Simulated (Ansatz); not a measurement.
# AlNH3 (quartet): from Hartree-Fock to the top rungs at distance Al1–H4 along a hydrogen transfer = 1.933 Å, cc-pVDZ

How much of the correlation energy of AlNH3 (quartet) does each wave-function method recover here?

Computed with Ansatz 0.2.0, Gaussian basis. Level: cc-pVDZ, correlated electrons: outside noble gas.

To be run: UHF; CCSD(T) on ROHF; CCSD(T) on UHF; BCCD(T) on ROHF; CISD; CCSDT(Q) on ROHF; CCSDT(Q) on UHF; CASSCF and MRCISD+Q, 5 electrons in 5 orbitals; CASSCF and NEVPT2, 5 electrons in 5 orbitals.

### Step 1. The geometry

The geometry derives from fragments relaxed apart (PBE0/def2-TZVP) and kept rigid, so it is no stationary point. A hydrogen atom is moved between rigid fragments.

5 atoms, charge 0, spin multiplicity 4.

Atoms are counted from 1 here; the program's logs count them from 0.

Bond lengths: Al1–H2 1.586 Å, Al1–H3 1.586 Å, Al1–H4 1.933 Å, H4–N5 1.098 Å. Angles: H2–Al1–H3 120.0°, H2–Al1–H4 120.0°, H3–Al1–H4 120.0°, Al1–H4–N5 180.0°.

In the tables R marks a restricted open-shell determinant and U an unrestricted one; 'pair' is the active space of 5 electrons in 5 orbitals; correlation energies count from the lowest restricted Hartree-Fock solution.

### Step 2. UHF

in.yaml reads:

```yaml
crystal:
  periodic: [false, false, false]
  atoms:
    - {symbol: Al, position_ang: [-0.972557, 0.000000, 0.000000]}
    - {symbol: H, position_ang: [-1.765480, 1.373384, 0.000000]}
    - {symbol: H, position_ang: [-1.765480, -1.373384, 0.000000]}
    - {symbol: H, position_ang: [0.960443, 0.000000, 0.000000]}
    - {symbol: N, position_ang: [2.058443, 0.000000, 0.000000]}
basis:
  gaussian: {orbitals: cc-pVDZ}
magnetization: {spin_polarized: true, initial_magnetization: 3}
hamiltonian: {xc: hf}
output: {orbitals: {seedname: orbitals}}
```

Started as:

```console
$ ansatz run in.yaml --threads 1 --pin off --events-out ev --progress --plain --max-ram 2393MiB
```

After this run come: CCSD(T) on ROHF; CCSD(T) on UHF; BCCD(T) on ROHF; CISD; CCSDT(Q) on ROHF; CCSDT(Q) on UHF; CASSCF and MRCISD+Q, 5 electrons in 5 orbitals; CASSCF and NEVPT2, 5 electrons in 5 orbitals.

**Question.** What will the summary of the whole plan be? Wanted: correlation energy, UCCSDT(Q); RMP2 from UCCSDT(Q); UMP2 from UCCSDT(Q); RCCSD from UCCSDT(Q); RCCSD(T) from UCCSDT(Q); UCCSD(T) from UCCSDT(Q); RCCSDT(Q) from UCCSDT(Q); NEVPT2 pair from UCCSDT(Q); MRCISD+Q pair from UCCSDT(Q).

**Answer**, as computed:

| quantity | value |
| --- | --- |
| correlation energy, UCCSDT(Q) | -6.0657 eV |
| RMP2 from UCCSDT(Q) | +27.56 kcal/mol |
| UMP2 from UCCSDT(Q) | +27.95 kcal/mol |
| RCCSD from UCCSDT(Q) | +2.99 kcal/mol |
| RCCSD(T) from UCCSDT(Q) | +0.71 kcal/mol |
| UCCSD(T) from UCCSDT(Q) | +0.67 kcal/mol |
| RCCSDT(Q) from UCCSDT(Q) | +0.04 kcal/mol |
| NEVPT2 pair from UCCSDT(Q) | +26.72 kcal/mol |
| MRCISD+Q pair from UCCSDT(Q) | +0.55 kcal/mol |
| levels of the table within 1 kcal/mol (43 meV) | RCCSD(T), UCCSD(T), BCCD(T), RCCSDT, UCCSDT, RCCSDT(Q), MRCISD+Q pair |
| T1 diagnostic | 0.023 |

What this shows: RCCSD(T) lands +0.71 kcal/mol from the yardstick (0.5 % of the correlation energy). Of the multireference levels listed MRCISD+Q pair comes nearest in total energy (+0.55 kcal/mol), which doesn't show that its space is the better one. These misses are within one basis, not against nature; the frozen cores of restricted and unrestricted runs differ, which can shift their rows.
